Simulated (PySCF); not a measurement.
N(OH)₂: from structure and modes to constants

Method: PySCF, UPBE0, basis N def2-TZVP, O def2-TZVP, H def2-TZVP (no relativity, density fitting).

The doublet minimum has Cs symmetry. Masses (u): N 14.00307, O 15.99492, H 1.00782.

```xyz
5
charge 0 multiplicity 2, angstrom
N     0.5927    0.0013   -0.0407
O    -0.0901    0.0000    1.1157
O    -0.3722   -0.0010   -1.0204
H    -1.0363   -0.0022    0.8965
H     0.1313    0.0000   -1.8428
```

Harmonic wavenumbers (cm⁻¹): 215.2 (a'', ×1), 354.0 (a'', ×1), 589.5 (a', ×1), 1027.1 (a', ×1), 1103.9 (a', ×1), 1342.3 (a', ×1), 1457.1 (a', ×1), 3710.2 (a', ×1), 3835.1 (a', ×1).

What is the harmonic zero-point energy?

Half the sum of all 9 wavenumbers, 13634/2 = 6817 cm⁻¹, which is 81.6 kJ/mol (1 cm⁻¹ = 0.0119627 kJ/mol).

Find the vibrational entropy and heat capacity at 298.15 K.

With u = 1.43878 ω/T, each mode gives S = R[u/(eᵘ−1) − ln(1−e⁻ᵘ)] and C = R u² eᵘ/(eᵘ−1)².
```json
{"ω (cm⁻¹)": "215.2", "u": "1.038", "S (J/(mol K))": "8.37", "C (J/(mol K))": "7.61"}
{"ω (cm⁻¹)": "354.0", "u": "1.708", "S (J/(mol K))": "4.81", "C (J/(mol K))": "6.56"}
{"ω (cm⁻¹)": "589.5", "u": "2.845", "S (J/(mol K))": "1.96", "C (J/(mol K))": "4.41"}
{"ω (cm⁻¹)": "1027.1", "u": "4.957", "S (J/(mol K))": "0.35", "C (J/(mol K))": "1.46"}
{"ω (cm⁻¹)": "1103.9", "u": "5.327", "S (J/(mol K))": "0.26", "C (J/(mol K))": "1.16"}
{"ω (cm⁻¹)": "1342.3", "u": "6.477", "S (J/(mol K))": "0.10", "C (J/(mol K))": "0.54"}
{"ω (cm⁻¹)": "1457.1", "u": "7.032", "S (J/(mol K))": "0.06", "C (J/(mol K))": "0.36"}
{"ω (cm⁻¹)": "3710.2", "u": "17.904", "S (J/(mol K))": "0.00", "C (J/(mol K))": "0.00"}
{"ω (cm⁻¹)": "3835.1", "u": "18.507", "S (J/(mol K))": "0.00", "C (J/(mol K))": "0.00"}
```
The sums over all modes are S = 15.9 and C = 22.1 J/(mol K); the softest mode gives 53 % of the entropy.

Give the standard entropy (298.15 K, 1 bar) by its translational, rotational, vibrational and spin parts, and Cp.

Sackur–Tetrode with M = 48.01 u gives 157.1; rotation with symmetry number 1 gives 88.9; vibration 15.9; spin R ln 2 = 5.8. The total is 267.7 J/(mol K), and Cp = 4 R + 22.1 = 55.3 J/(mol K).

Only a few start shapes were tried, so a lower isomer may exist.
